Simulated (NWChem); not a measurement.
**NSF3 (thiazyl trifluoride) at 4 levels**

We compute a comparison of 4 runs (PBE/def2-SVPD, SVWN5/def2-SVPD, r2SCAN/def2-SVPD, CCSD(T)/def2-SVPD) of NSF3 (thiazyl trifluoride). 

The calculation is run with NWChem 7.3.0.

### 1 Starting point

NSF3: 5 atoms, total charge 0, spin state singlet. SMILES: `N#S(F)(F)F`. The shape is that of a PBE0-D4/def2-TZVP optimisation.

Bond lengths: N1–S2 1.409 Å, S2–F3 1.555 Å, S2–F4 1.555 Å, S2–F5 1.555 Å. Angles: N1–S2–F3 122.6°, N1–S2–F4 122.6°, N1–S2–F5 122.6°, F3–S2–F4 93.7°, F3–S2–F5 93.7°, F4–S2–F5 93.7°.

### 2 Energy and gradient at PBE/def2-SVPD (run 1)

Contents of run.xyz:

```xyz
5
F3NS
N     -0.349630    -0.004150     1.591380
S     -0.047340    -0.000560     0.215490
F      1.023370    -0.939300    -0.408980
F     -1.108620    -0.317610    -0.875740
F      0.482210     1.261610    -0.522150
```

Contents of run.py:

```python
from ase.io import read
from ase.calculators.nwchem import NWChem

mol = read('run.xyz')

calc = NWChem(
    label='run',
    theory='dft',
    memory='2200 mb',
    basis='def2-SVPD',
    basispar='spherical bse',
    dft={'xc': 'xpbe96 cpbe96', 'mult': '1', 'grid': 'fine', 'convergence': 'energy 1e-08', 'iterations': '100', 'mulliken': None, 'print': 'low'},
)
mol.calc = calc

forces = mol.get_forces()
print(f"energy = {mol.get_potential_energy():.6f} eV")
print("forces (eV/A):")
for s, f in zip(mol.symbols, forces):
    print(f"{s:2s} {f[0]:10.5f} {f[1]:10.5f} {f[2]:10.5f}")
```

Run with:

```console
export ASE_NWCHEM_COMMAND="nwchem PREFIX.nwi > PREFIX.nwo"
python run.py
```

Output:

```text
energy = -20448.230034 eV
forces (eV/A):
N    -0.66201   -0.00782    3.01354
S    -0.30740   -0.00375    1.39868
F     1.92308   -1.68562   -1.12362
F    -1.90503   -0.56929   -1.96175
F     0.95136    2.26648   -1.32684
```

The calculator wrote run.nwi:

```
title "run"

permanent_dir run

scratch_dir run

start run

geometry units angstrom nocenter noautosym noautoz
  N  -3.4963000000000000e-01 -4.1500000000000000e-03 1.5913800000000000e+00
  S  -4.7340000000000000e-02 -5.5999999999999995e-04 2.1548999999999999e-01
  F  1.0233699999999999e+00 -9.3930000000000002e-01 -4.0898000000000001e-01
  F  -1.1086199999999999e+00 -3.1761000000000000e-01 -8.7573999999999996e-01
  F  4.8221000000000003e-01 1.2616099999999999e+00 -5.2215000000000000e-01
end

memory 2200 mb

basis spherical bse noprint
   * library def2-SVPD
end

dft
  xc xpbe96 cpbe96
  mult 1
  grid fine
  convergence energy 1e-08
  iterations 100
  mulliken
  print low
end

task dft gradient
```

run.nwo:

```text
Northwest Computational Chemistry Package (NWChem) 7.3.0
             --------------------------------------------------------

           Job information
           ---------------

    nwchem branch   = 7.3.0
    use scalapack   = T
    input           = run.nwi
    prefix          = run.
    data base       = run/run.db
    status          = startup
    nproc           =        1

           Memory information
           ------------------

[... 5 lines left out ...]
    hardfail = no
[... 38 lines left out ...]
            Nuclear Dipole moment (a.u.)
[... 85 lines left out ...]
         Total DFT energy =     -751.458599575108
[... 1 line left out ...]
           Coulomb energy =      631.037061333881
[... 1 line left out ...]
 Nuclear repulsion energy =      284.226749486710
[... 29 lines left out ...]
                         DFT ENERGY GRADIENTS

    atom               coordinates                        gradient
                 x          y          z           x          y          z
   1 N      -0.660705  -0.007842   3.007272    0.012874   0.000152  -0.058604
   2 S      -0.089460  -0.001058   0.407217    0.005978   0.000073  -0.027200
   3 F       1.933889  -1.775020  -0.772860   -0.037398   0.032780   0.021851
   4 F      -2.094988  -0.600196  -1.654909    0.037047   0.011071   0.038150
   5 F       0.911245   2.384097  -0.986720   -0.018501  -0.044076   0.025803

 Task  times  cpu:       21.3s     wall:       21.3s
 Total times  cpu:       21.3s     wall:       21.3s
```

Run time: 22 s. Hardware: 1 thread of Intel Xeon 6975P-C (Granite Rapids), shared host; peak memory 0.13 GiB.

### 3 Energy and forces at SVWN5/def2-SVPD (run 2)

Contents of run.py:

```python
from ase import Atoms
from ase.calculators.nwchem import NWChem

molecule = Atoms(['N', 'S', 'F', 'F', 'F'], positions=[
    [-0.349630, -0.004150, 1.591380],
    [-0.047340, -0.000560, 0.215490],
    [1.023370, -0.939300, -0.408980],
    [-1.108620, -0.317610, -0.875740],
    [0.482210, 1.261610, -0.522150],
])

calc = NWChem(
    label='sp',
    theory='dft',
    memory='2200 mb',
    basis='def2-SVPD',
    basispar='spherical bse',
    dft={'xc': 'slater vwn_5', 'mult': '1', 'grid': 'fine', 'convergence': 'energy 1e-08', 'iterations': '100', 'mulliken': None},
)
molecule.calc = calc

forces = molecule.get_forces()
e = molecule.get_potential_energy()
print(f"E = {e:.6f} eV")
print("forces (eV/A):")
for s, f in zip(molecule.symbols, forces):
    print(f"{s:2s} {f[0]:10.5f} {f[1]:10.5f} {f[2]:10.5f}")
print("dipole (e A):", molecule.get_dipole_moment().round(4))
```

Run with:

```console
export ASE_NWCHEM_COMMAND="nwchem PREFIX.nwi > PREFIX.nwo"
python run.py
```

Output:

```text
E = -20362.285572 eV
forces (eV/A):
N    -0.49792   -0.00586    2.26658
S    -0.21340   -0.00262    0.97090
F     1.30160   -1.12126   -0.84821
F    -1.24539   -0.37852   -1.40588
F     0.65512    1.50831   -0.98340
dipole (e A): [ 0.0838  0.001  -0.3813]
```

The calculator wrote sp.nwi:

```
title "sp"

permanent_dir sp

scratch_dir sp

start sp

geometry units angstrom nocenter noautosym noautoz
  N  -3.4963000000000000e-01 -4.1500000000000000e-03 1.5913800000000000e+00
  S  -4.7340000000000000e-02 -5.5999999999999995e-04 2.1548999999999999e-01
  F  1.0233699999999999e+00 -9.3930000000000002e-01 -4.0898000000000001e-01
  F  -1.1086199999999999e+00 -3.1761000000000000e-01 -8.7573999999999996e-01
  F  4.8221000000000003e-01 1.2616099999999999e+00 -5.2215000000000000e-01
end

memory 2200 mb

basis spherical bse noprint
   * library def2-SVPD
end

dft
  xc slater vwn_5
  mult 1
  grid fine
  convergence energy 1e-08
  iterations 100
  mulliken
end

task dft gradient
```

sp.nwo:

```text
Northwest Computational Chemistry Package (NWChem) 7.3.0
             --------------------------------------------------------

           Job information
           ---------------

    nwchem branch   = 7.3.0
    use scalapack   = T
    input           = sp.nwi
    prefix          = sp.
    data base       = sp/sp.db
    status          = startup
    nproc           =        1

           Memory information
           ------------------

[... 5 lines left out ...]
    hardfail = no
[... 97 lines left out ...]
  convergence criterion.
[... 38 lines left out ...]
          Spatial weights used:  Erf1
[... 32 lines left out ...]
 1-e energy   =   -1606.331924
[... 44 lines left out ...]
           Coulomb energy =      630.569144306648
[... 887 lines left out ...]
          Convergence on density requested:  1.00D-05
[... 24 lines left out ...]
          total energy or number of iterations.
[... 36 lines left out ...]
                 ----------------------------------------
                 |  Time  |  1-e(secs)   |  2-e(secs)   |
                 ----------------------------------------
                 |  CPU   |       0.01   |       4.33   |
                 ----------------------------------------
                 |  WALL  |       0.01   |       4.33   |
                 ----------------------------------------

 Task  times  cpu:       16.5s     wall:       16.5s
 Total times  cpu:       16.5s     wall:       16.5s
```

Wall time 17 s (1 thread of Intel Xeon 6975P-C (Granite Rapids), shared host); peak memory 0.12 GiB.

Run 3 isn't shown in full; the table further down has it.

### 4 The energy at CCSD(T)/def2-SVPD (run 4)

Contents of f3ns.nw:

```
start f3ns
title "F3NS"
memory 2200 mb
charge 0

geometry noautosym nocenter noautoz
N    -0.349630   -0.004150    1.591380
S    -0.047340   -0.000560    0.215490
F     1.023370   -0.939300   -0.408980
F    -1.108620   -0.317610   -0.875740
F     0.482210    1.261610   -0.522150
end

basis spherical bse
N library def2-SVPD
S library def2-SVPD
F library def2-SVPD
end

scf
thresh 1e-08
maxiter 80
print medium
end

ccsd
freeze core 9
maxiter 60
end

task ccsd(t)
```

Run with:

```console
nwchem f3ns.nw > f3ns.out
```

Output:

```text
[...]
  functions       =   116
[...]
  wavefunction    = RHF
[...]
         Total SCF energy =   -749.704492959707
      One-electron energy =  -1602.117975151268
      Two-electron energy =    568.186732704851
 Nuclear repulsion energy =    284.226749486710
        Time for solution =     16.5s
[...]
 Total MP2 energy:           -750.632675741733578
[...]
             energy      energy      error      ampl     ampl      Block
                                                time     time      time
[...]
 Total CCSD energy:           -750.631930447805985
[...]
 Total CCSD+T(CCSD) energy:           -750.666751449692811
[...]
 Total CCSD(T) energy:                -750.663632122061358
[...]
```

Run time: 5.3 min. Hardware: 1 thread of Intel Xeon 6975P-C (Granite Rapids), shared host; peak memory 0.59 GiB.

### 5 The series

```csv
run,level,task,integration grid,energy (Eh),largest force (eV/Å),wall time
1,PBE/def2-SVPD,gradient,fine,-751.458600,3.085,22 s
2,SVWN5/def2-SVPD,gradient,fine,-748.300199,2.321,17 s
3,r2SCAN/def2-SVPD,gradient,fine,-751.774318,2.071,24 s
4,CCSD(T)/def2-SVPD,energy,–,-750.663632,–,5.3 min
```

### 6 Outcome

| quantity | value |
| --- | --- |
| run 4: total energy | -750.66363 Eh |
| run 4: HOMO energy (Hartree–Fock orbitals) | -13.29 eV |
| run 4: LUMO energy (Hartree–Fock orbitals) | 1.65 eV |
| run 4: HOMO–LUMO gap (Hartree–Fock orbitals) | 14.94 eV |
| run 4: correlation energy (9 core orbitals frozen) | -959.1 mEh |
| run 4: (T) correction | -31.70 mEh |

What this shows: Totals of different functionals can't be ranked against each other. All runs together took 6.4 min, the longest 5.3 min.
